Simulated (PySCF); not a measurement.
# 3,3,3-trifluoropropene (C₃H₃F₃): electronic excitations at several levels of theory

How much do the electronic excitations of 3,3,3-trifluoropropene (C₃H₃F₃) (`C=CC(F)(F)F`) depend on the level of theory, and what does each level cost?

The runs use PySCF 2.14.0, with density-fitted response routines of our own; the level of theory stands in each step. All values are computed, except where a source is named. Atoms are numbered from 0 throughout.

### 1 The starting structure

9 atoms, charge 0, multiplicity 1; geometry from: PBE0-D3(BJ)/def2-SVP.

Bonds of the start (Å): C0–C1 1.33, C1–C2 1.49, C2–F3 1.33, C2–F4 1.34, C2–F5 1.34, C0–H6 1.09, C0–H7 1.09, C1–H8 1.09.

### 2 TDDFT and polarisability: PBE0/def2-TZVP

What the job is given:

```
{"job": {"kind": "uv", "xc": "PBE0", "basis": "def2-TZVP"}, "charge": 0, "multiplicity": 1}
C      1.347092     0.436747    -0.053011
C      0.370873    -0.463855    -0.008711
C     -1.078130    -0.099373     0.032341
F     -1.276234     1.219865     0.007801
F     -1.731652    -0.626855    -1.008717
F     -1.661393    -0.575371     1.139102
H      2.395032     0.130099    -0.083737
H      1.128523     1.507566    -0.060772
H      0.563956    -1.540496    -0.001432
```

Level: TDDFT PBE0/def2-TZVP, vertical, gas phase, core orbitals frozen in the response.

Launch:

```console
$ OMP_NUM_THREADS=1 python probes_run.py task.json out
```

One launch serves the whole session: the jobs run in the order shown.

The log of the run:

```text
coarse grid: 8376 points
cycle   1  E = -415.2636869069  dE =  8.958e-01  |g| = 8.825e-01  |ddm| = 2.398e+00
cycle   2  E = -415.1353084935  dE =  1.284e-01  |g| = 1.306e+00  |ddm| = 9.247e-01
cycle   3  E = -415.3884099486  dE = -2.531e-01  |g| = 8.435e-02  |ddm| = 5.487e-01
cycle   4  E = -415.3894303605  dE = -1.020e-03  |g| = 5.407e-02  |ddm| = 9.027e-02
cycle   5  E = -415.3901048622  dE = -6.745e-04  |g| = 1.323e-02  |ddm| = 3.677e-02
cycle   6  E = -415.3901453424  dE = -4.048e-05  |g| = 2.115e-03  |ddm| = 8.625e-03
cycle   7  E = -415.3901462968  dE = -9.545e-07  |g| = 4.928e-04  |ddm| = 1.511e-03
final grid: 84552 points
cycle   8  E = -415.3939651848  dE = -6.923e-05  |g| = 5.290e-03  |ddm| = 4.287e-02
cycle   9  E = -415.3939633905  dE =  1.794e-06  |g| = 6.307e-03  |ddm| = 6.989e-03
cycle  10  E = -415.3939711296  dE = -7.739e-06  |g| = 8.107e-04  |ddm| = 3.480e-03
cycle  11  E = -415.3939712118  dE = -8.219e-08  |g| = 2.417e-04  |ddm| = 5.237e-04
cycle  12  E = -415.3939712216  dE = -9.810e-09  |g| = 6.906e-05  |ddm| = 1.493e-04
cycle  13  E = -415.3939712225  dE = -9.135e-10  |g| = 2.494e-05  |ddm| = 5.852e-05
converged SCF energy = -415.3939712225

Static polarisability (au): isotropic 37.436, principal 29.161 34.782 48.366

Singlet excitations
state   eV       nm        f      main configurations
  1   7.7505    160.0   0.38310   H->L 0.96
  2   7.9503    155.9   0.00013   H-1->L 0.97
  3   8.7948    141.0   0.01014   H->L+1 0.98
  4   9.1568    135.4   0.00001   H-3->L 0.89
  5   9.5586    129.7   0.00383   H->L+2 0.70, H-2->L 0.26
  6   9.5591    129.7   0.00386   H-2->L 0.74, H->L+2 0.24
  7   9.7788    126.8   0.00050   H-4->L 0.92
  8  10.1910    121.7   0.00712   H-5->L 0.99
  9  10.4436    118.7   0.00149   H->L+3 0.89
 10  10.5958    117.0   0.00051   H-6->L 0.67, H-8->L 0.17

Triplet excitations (Tamm-Dancoff, eV): 4.3411 7.3730 8.5034 8.5695
```

It took 28 s on 1 thread of Intel Xeon Platinum 8375C at 2.90GHz, shared host; peak memory 0.78 GiB.

The orbitals next to the gap, with their largest atomic shares:

```csv
orbital,eV,atoms
HOMO−3,-11.96,"C0 25 %, C1 22 %, F4 14 %"
HOMO−2,-11.72,"F5 35 %, F4 34 %, F3 28 %"
HOMO−1,-10.59,"C1 21 %, C0 17 %, C2 15 %"
HOMO,-8.73,"C0 46 %, C1 44 %"
LUMO,-0.82,"C0 48 %, C1 35 %, C2 8 %"
LUMO+1,1.67,"H8 30 %, H6 29 %, C0 15 %"
LUMO+2,2.31,"H7 40 %, C0 20 %, H8 17 %"
```

With each of the 10 states as a Gaussian band of 0.4 eV half-width at 1/e, the curve within the window shown has maxima at 160 nm (ε 16,000), 129 nm (ε 370), 122 nm (ε 370) L/(mol cm). Beyond the last state computed it falls off for lack of states. The curve at chosen wavelengths:

nm, ε (L/mol/cm) and a bar:
```
      114         42 
      116        113 
      119        279 
      121        357 #
      123        367 #
      126        350 #
      128        363 #
      131        345 #
      133        304 #
      135        290 
      138        363 #
      140        419 #
      142        442 #
      145        545 #
      147        946 ##
      149       1974 ####
      152       5255 ##########
      154       8482 #################
      156      11851 #######################
      159      15200 ##############################
      161      15364 ##############################
      164      12647 #########################
      166       9765 ###################
      168       6861 #############
      171       3436 #######
      173       1963 ####
```

Further results of this job:

| property | computed |
| --- | --- |
| dipole moment (D) | 2.33 |
| polarisability (Å³) | 5.55 |
| HOMO–LUMO gap (eV) | 7.91 |
| −ε(HOMO) (eV) | 8.73 |

### 3 Ultraviolet spectrum: PBE0/aug-cc-pVDZ

The job, as its differences from that of step 2:

```diff
@@ -1,2 +1,2 @@
-{"job": {"kind": "uv", "xc": "PBE0", "basis": "def2-TZVP"}, "charge": 0, "multiplicity": 1}
+{"job": {"kind": "uv", "xc": "PBE0", "basis": "aug-cc-pVDZ"}, "charge": 0, "multiplicity": 1}
 C      1.347092     0.436747    -0.053011
```

Level: TDDFT PBE0/aug-cc-pVDZ, vertical, gas phase, core orbitals frozen in the response.

The log of the run:

```text
coarse grid: 8376 points
cycle   1  E = -415.1510913634  dE =  9.155e-01  |g| = 8.057e-01  |ddm| = 6.999e+00
cycle   2  E = -415.0424437171  dE =  1.086e-01  |g| = 1.171e+00  |ddm| = 2.839e+00
cycle   3  E = -415.2649455834  dE = -2.225e-01  |g| = 8.165e-02  |ddm| = 1.681e+00
cycle   4  E = -415.2661354458  dE = -1.190e-03  |g| = 4.319e-02  |ddm| = 2.023e-01
cycle   5  E = -415.2665771000  dE = -4.417e-04  |g| = 1.206e-02  |ddm| = 8.044e-02
cycle   6  E = -415.2666121555  dE = -3.506e-05  |g| = 1.874e-03  |ddm| = 2.797e-02
cycle   7  E = -415.2666129724  dE = -8.170e-07  |g| = 4.068e-04  |ddm| = 3.834e-03
final grid: 84552 points
cycle   8  E = -415.2710626372  dE = -2.875e-05  |g| = 6.748e-03  |ddm| = 9.661e-02
cycle   9  E = -415.2710571028  dE =  5.534e-06  |g| = 9.028e-03  |ddm| = 3.018e-02
cycle  10  E = -415.2710723981  dE = -1.530e-05  |g| = 7.129e-04  |ddm| = 1.447e-02
cycle  11  E = -415.2710724994  dE = -1.013e-07  |g| = 2.061e-04  |ddm| = 1.939e-03
cycle  12  E = -415.2710725069  dE = -7.540e-09  |g| = 9.732e-05  |ddm| = 4.628e-04
cycle  13  E = -415.2710725093  dE = -2.334e-09  |g| = 1.936e-05  |ddm| = 1.736e-04
cycle  14  E = -415.2710725093  dE = -7.685e-11  |g| = 6.658e-06  |ddm| = 3.992e-05
converged SCF energy = -415.2710725093

Static polarisability (au): isotropic 40.645, principal 33.467 37.661 50.805

Singlet excitations
state   eV       nm        f      main configurations
  1   7.5650    163.9   0.04350   H->L+1 0.97
  2   7.6187    162.7   0.36973   H->L 0.96
  3   7.9333    156.3   0.00137   H-1->L 0.95
  4   8.1834    151.5   0.00122   H->L+2 0.95
  5   8.5359    145.3   0.00534   H->L+3 0.97
  6   9.1572    135.4   0.00026   H-3->L 0.93
  7   9.2464    134.1   0.00394   H->L+4 0.96
  8   9.3672    132.4   0.00018   H->L+5 0.72, H->L+6 0.23
  9   9.5367    130.0   0.00035   H-2->L 0.74, H-1->L+1 0.25
 10   9.5524    129.8   0.01273   H-1->L+1 0.72, H-2->L 0.26

Triplet excitations (Tamm-Dancoff, eV): 4.3430 7.3585 7.4508 8.0800
```

It took 22 s on 1 thread of Intel Xeon Platinum 8375C at 2.90GHz, shared host; peak memory 0.72 GiB.

Key values: HOMO -8.74 eV, LUMO -0.90 eV; lowest singlet 7.57 eV.

### 4 Excited states and response: PBE0/def2-TZVPD

The job, as its differences from that of step 3:

```diff
@@ -1,2 +1,2 @@
-{"job": {"kind": "uv", "xc": "PBE0", "basis": "aug-cc-pVDZ"}, "charge": 0, "multiplicity": 1}
+{"job": {"kind": "uv", "xc": "PBE0", "basis": "def2-TZVPD"}, "charge": 0, "multiplicity": 1}
 C      1.347092     0.436747    -0.053011
```

With the program's defaults for keys left out, this is: TDDFT PBE0/def2-TZVPD, vertical, gas phase, core orbitals frozen in the response.

The log of the run:

```text
coarse grid: 8376 points
cycle   1  E = -415.2655268742  dE =  8.990e-01  |g| = 8.824e-01  |ddm| = 2.707e+00
cycle   2  E = -415.1362146651  dE =  1.293e-01  |g| = 1.309e+00  |ddm| = 1.170e+00
cycle   3  E = -415.3902587032  dE = -2.540e-01  |g| = 8.465e-02  |ddm| = 6.525e-01
cycle   4  E = -415.3912815708  dE = -1.023e-03  |g| = 5.423e-02  |ddm| = 1.386e-01
cycle   5  E = -415.3919594656  dE = -6.779e-04  |g| = 1.333e-02  |ddm| = 4.777e-02
cycle   6  E = -415.3920003605  dE = -4.089e-05  |g| = 2.140e-03  |ddm| = 1.104e-02
cycle   7  E = -415.3920013388  dE = -9.783e-07  |g| = 4.993e-04  |ddm| = 2.477e-03
final grid: 84552 points
cycle   8  E = -415.3958416817  dE = -7.131e-05  |g| = 5.286e-03  |ddm| = 1.548e-01
cycle   9  E = -415.3958398824  dE =  1.799e-06  |g| = 6.298e-03  |ddm| = 1.175e-02
cycle  10  E = -415.3958476319  dE = -7.750e-06  |g| = 8.260e-04  |ddm| = 5.207e-03
cycle  11  E = -415.3958477171  dE = -8.521e-08  |g| = 2.483e-04  |ddm| = 7.178e-04
cycle  12  E = -415.3958477274  dE = -1.028e-08  |g| = 7.050e-05  |ddm| = 2.191e-04
cycle  13  E = -415.3958477284  dE = -9.508e-10  |g| = 2.570e-05  |ddm| = 8.084e-05
converged SCF energy = -415.3958477284

Static polarisability (au): isotropic 40.896, principal 33.586 38.068 51.036

Singlet excitations
state   eV       nm        f      main configurations
  1   7.6678    161.7   0.38036   H->L 0.96
  2   7.8317    158.3   0.04629   H->L+1 0.89
  3   7.9358    156.2   0.00677   H-1->L 0.90
  4   8.5092    145.7   0.00143   H->L+2 0.91
  5   8.8867    139.5   0.00480   H->L+3 0.90
  6   9.1544    135.4   0.00036   H-3->L 0.93
  7   9.5525    129.8   0.00430   H-2->L 0.99
  8   9.6811    128.1   0.00080   H->L+4 0.96
  9   9.7157    127.6   0.01030   H->L+5 0.89
 10   9.7647    127.0   0.00004   H-4->L 0.87

Triplet excitations (Tamm-Dancoff, eV): 4.3354 7.3516 7.6800 8.3650
```

Wall time 40 s (1 thread of Intel Xeon Platinum 8375C at 2.90GHz, shared host); peak memory 0.89 GiB.

In short: HOMO -8.76 eV, LUMO -0.89 eV; lowest singlet 7.67 eV.

### 5 Ultraviolet spectrum: PBE0/6-31+G*

The job, as its differences from that of step 4:

```diff
@@ -1,2 +1,2 @@
-{"job": {"kind": "uv", "xc": "PBE0", "basis": "def2-TZVPD"}, "charge": 0, "multiplicity": 1}
+{"job": {"kind": "uv", "xc": "PBE0", "basis": "6-31+G*"}, "charge": 0, "multiplicity": 1}
 C      1.347092     0.436747    -0.053011
```

With the program's defaults for keys left out, this is: TDDFT PBE0/6-31+G*, vertical, gas phase, core orbitals frozen in the response.

The log of the run:

```text
coarse grid: 8376 points
cycle   1  E = -415.1242156887  dE =  9.077e-01  |g| = 7.908e-01  |ddm| = 2.879e+00
cycle   2  E = -415.0229766796  dE =  1.012e-01  |g| = 1.141e+00  |ddm| = 1.249e+00
cycle   3  E = -415.2369014797  dE = -2.139e-01  |g| = 8.087e-02  |ddm| = 7.406e-01
cycle   4  E = -415.2380988167  dE = -1.197e-03  |g| = 4.082e-02  |ddm| = 1.152e-01
cycle   5  E = -415.2384897189  dE = -3.909e-04  |g| = 1.199e-02  |ddm| = 4.233e-02
cycle   6  E = -415.2385246797  dE = -3.496e-05  |g| = 1.763e-03  |ddm| = 1.217e-02
cycle   7  E = -415.2385254092  dE = -7.294e-07  |g| = 3.826e-04  |ddm| = 1.969e-03
final grid: 84552 points
cycle   8  E = -415.2307828213  dE = -1.993e-05  |g| = 7.507e-03  |ddm| = 3.155e-02
cycle   9  E = -415.2307755441  dE =  7.277e-06  |g| = 1.020e-02  |ddm| = 1.327e-02
cycle  10  E = -415.2307943309  dE = -1.879e-05  |g| = 6.890e-04  |ddm| = 7.134e-03
cycle  11  E = -415.2307944351  dE = -1.041e-07  |g| = 1.855e-04  |ddm| = 6.624e-04
cycle  12  E = -415.2307944410  dE = -5.919e-09  |g| = 9.592e-05  |ddm| = 2.441e-04
cycle  13  E = -415.2307944433  dE = -2.285e-09  |g| = 1.692e-05  |ddm| = 1.015e-04
cycle  14  E = -415.2307944433  dE = -5.730e-11  |g| = 6.196e-06  |ddm| = 1.824e-05
converged SCF energy = -415.2307944433

Static polarisability (au): isotropic 37.603, principal 29.807 34.568 48.434

Singlet excitations
state   eV       nm        f      main configurations
  1   7.6871    161.3   0.38102   H->L 0.95
  2   7.8431    158.1   0.04458   H->L+1 0.95
  3   8.0599    153.8   0.00326   H-1->L 0.94
  4   8.4954    145.9   0.00276   H->L+2 0.92
  5   8.9202    139.0   0.00815   H->L+3 0.89
  6   9.2471    134.1   0.00035   H-3->L 0.92
  7   9.4571    131.1   0.00517   H->L+4 0.96
  8   9.6130    129.0   0.00477   H-2->L 0.99
  9   9.6291    128.8   0.00098   H->L+5 0.95
 10   9.8494    125.9   0.00182   H-4->L 0.83, H->L+6 0.09

Triplet excitations (Tamm-Dancoff, eV): 4.3351 7.5088 7.6975 8.3515
```

Run time: 13 s. Hardware: 1 thread of Intel Xeon Platinum 8375C at 2.90GHz, shared host; peak memory 0.58 GiB.

Key values: HOMO -8.74 eV, LUMO -0.86 eV; lowest singlet 7.69 eV.

### 6 Comparing the runs: electronic excitations

Excitations and ground-state properties, with basis size and wall time:

| run | lowest singlet (eV) | brightest (eV) | f | gap (eV) | α (Å³) | μ (D) | functions | time |
| --- | --- | --- | --- | --- | --- | --- | --- | --- |
| PBE0/def2-TZVP | 7.75 | 7.75 | 0.383 | 7.91 | 5.55 | 2.33 | 204 | 28 s |
| PBE0/aug-cc-pVDZ | 7.57 | 7.62 | 0.370 | 7.84 | 6.02 | 2.36 | 165 | 22 s |
| PBE0/def2-TZVPD | 7.67 | 7.67 | 0.380 | 7.87 | 6.06 | 2.35 | 258 | 40 s |
| PBE0/6-31+G* | 7.69 | 7.69 | 0.381 | 7.88 | 5.57 | 2.46 | 114 | 13 s |

### 7 Outcome

```
                       quantity                        value
lowest singlet (PBE0/def2-TZVP)  7.75 eV (160 nm), f = 0.383
                 lowest triplet                      4.34 eV
    range of the lowest singlet              7.57 to 7.75 eV
```

In words: Single values in the summary come from the first sound run of each kind (PBE0/def2-TZVP), which need not be the best level. The first singlet state (HOMO→LUMO 0.96) lies at 7.75 eV and is bright. The lowest triplet lies 3.41 eV below the lowest singlet (triplets in Tamm-Dancoff, singlets in full TDDFT). The basis of PBE0/def2-TZVP has no diffuse functions, so Rydberg states are missing and the high states are unreliable. The lowest singlet runs from 7.57 eV (PBE0/aug-cc-pVDZ) to 7.75 eV (PBE0/def2-TZVP), while the orbital gap spans 7.84 to 7.91 eV. The lowest state need not be the same one in every run.
